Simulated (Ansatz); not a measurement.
# CH4SSi: small, medium and large basis sets

Aim: see how fast density functionals converge with the basis set for CH4SSi.

Computed with Ansatz 0.2.0, Gaussian basis. Level: one geometry, several basis sets.

The runs, in order: PBE0-D4/def2-SVP; ωB97M-V/def2-SVP; PBE0-D4/def2-QZVPP; ωB97M-V/def2-QZVPP; the functionals' def2-TZVPP values are taken from earlier runs.

## (1) The geometry

The geometry comes from an earlier relaxation with PBE0-D4 in a triple-zeta def2 set; it is a stationary point, not always the lowest conformer.

7 atoms, charge 0, spin multiplicity 1.

Atoms are counted from 1 here; the program's logs count them from 0.

Bond lengths: Si1–C2 1.881 Å, Si1–H4 1.480 Å, Si1–H5 1.488 Å, Si1–H6 1.488 Å, C2–S3 1.611 Å, C2–H7 1.095 Å. Angles: C2–Si1–H4 109.6°, C2–Si1–H5 108.6°, C2–Si1–H6 108.6°, H4–Si1–H5 110.9°, H4–Si1–H6 110.9°, H5–Si1–H6 108.1°, Si1–C2–S3 123.9°, Si1–C2–H7 117.6°, S3–C2–H7 118.5°.

Geometry (Å):

| atom | x (Å) | y (Å) | z (Å) |
| --- | --- | --- | --- |
| Si1 | -0.6899 | 0.2782 | -0.2724 |
| C2 | 0.9885 | -0.3072 | 0.3416 |
| S3 | 1.3046 | -1.8241 | 0.7814 |
| H4 | -1.6387 | -0.8576 | -0.2816 |
| H5 | -0.5254 | 0.8445 | -1.6388 |
| H6 | -1.1712 | 1.3650 | 0.6231 |
| H7 | 1.7933 | 0.4331 | 0.4011 |

## (2) PBE0-D4 in def2-SVP

in.yaml

```yaml
crystal:
  periodic: [false, false, false]
  atoms:
    - {symbol: Si, position_ang: [-0.689943, 0.278217, -0.272410]}
    - {symbol: C, position_ang: [0.988465, -0.307151, 0.341563]}
    - {symbol: S, position_ang: [1.304588, -1.824077, 0.781352]}
    - {symbol: H, position_ang: [-1.638658, -0.857623, -0.281600]}
    - {symbol: H, position_ang: [-0.525356, 0.844506, -1.638768]}
    - {symbol: H, position_ang: [-1.171229, 1.364973, 0.623102]}
    - {symbol: H, position_ang: [1.793334, 0.433055, 0.401062]}
basis:
  gaussian: {orbitals: def2-SVP}
hamiltonian: {xc: pbe0, dispersion: d4}
output: {orbitals: {seedname: orbitals}}
```

Run with:

```bash
$ ansatz run in.yaml --threads 2 --pin off --events-out ev --progress --plain --max-ram 4352MiB
```

Further steps of the session: ωB97M-V in def2-SVP; PBE0-D4 in def2-QZVPP; ωB97M-V in def2-QZVPP.

**Question.** What will the summary of the whole plan be? Wanted: PBE0-D4: double and triple zeta above quadruple; ωB97M-V: double and triple zeta above quadruple.

The runs gave:

```
                                       quantity          value
PBE0-D4: double and triple zeta above quadruple  8.41, 0.66 eV
ωB97M-V: double and triple zeta above quadruple  8.44, 0.62 eV
```

What this shows: For PBE0-D4 the step from double to triple zeta gains 7.74 eV and the next only 0.66 eV. These are total energies; as a rule much of such shifts cancels in differences, which this series doesn't test.
